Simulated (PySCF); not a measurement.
Compound: tetrafluoroethylene, C₂F₄.
SMILES: `FC(=C(F)F)F`

Computed with PySCF 2.14.0, PBE0-D3(BJ)/def2-TZVP geometry optimisation, gas phase.

Take the most abundant isotopes and a rigid rotor. 

Q: Give the principal moments of inertia and the rotational constants in MHz.

A: Ia = 91.06, Ib = 155.33, Ic = 246.39 u·Å²; 505379 MHz·u·Å²/I gives A = 5550, B = 3254, C = 2051 MHz.

Q: What kind of rotor is it?

A: An asymmetric top. Ray's parameter κ = (2B − A − C)/(A − C) = -0.313; −1 is the prolate and +1 the oblate limit.

Q: Is it planar, by Δ = Ic − Ia − Ib?

A: Planar: Δ = Ic − Ia − Ib = 0.00 u·Å². For a rigid frame Δ = −2 Σ m c², so it vanishes when all atoms lie in the ab plane; here none is more than 0.01 Å from it.

Q: Where do the levels up to J = 4 lie, in K?

A: Above 0(0,0), as E/k:
J = 1: 1(0,1) 0.255, 1(1,1) 0.365, 1(1,0) 0.423
J = 2: 2(0,2) 0.746, 2(1,2) 0.816, 2(1,1) 0.989, 2(2,1) 1.320, 2(2,0) 1.337
J = 3: 3(0,3) 1.449, 3(1,3) 1.484, 3(1,2) 1.827, 3(2,2) 2.084, 3(2,1) 2.162, 3(3,1) 2.789, 3(3,0) 2.792
J = 4: 4(0,4) 2.345, 4(1,4) 2.360, 4(1,3) 2.914, 4(2,3) 3.088, 4(2,2) 3.288, 4(3,2) 3.834, 4(3,1) 3.857, 4(4,1) 4.785, 4(4,0) 4.785
The levels of one J sum to (2J + 1)J(J + 1)(A + B + C)/3.

The point group D2h allows no dipole (computed: 0.00 D), so a rigid rotor has no electric-dipole lines.

Q: Estimate the classical rotational partition function at 10 K, 25 K and 298.15 K.

A: Point group D2h, symmetry number σ = 4; q = (√π/σ)·√((kT/h)³/(ABC)), k/h = 20836.6 MHz/K: 219 at 10 K, 866 at 25 K, 35700 at 298.15 K.

PBE0-D3(BJ)/def2-TZVP frequencies: not computed here. These are rigid-rotor constants of the computed structure; measured ground-state constants (B0) also hold zero-point vibration.
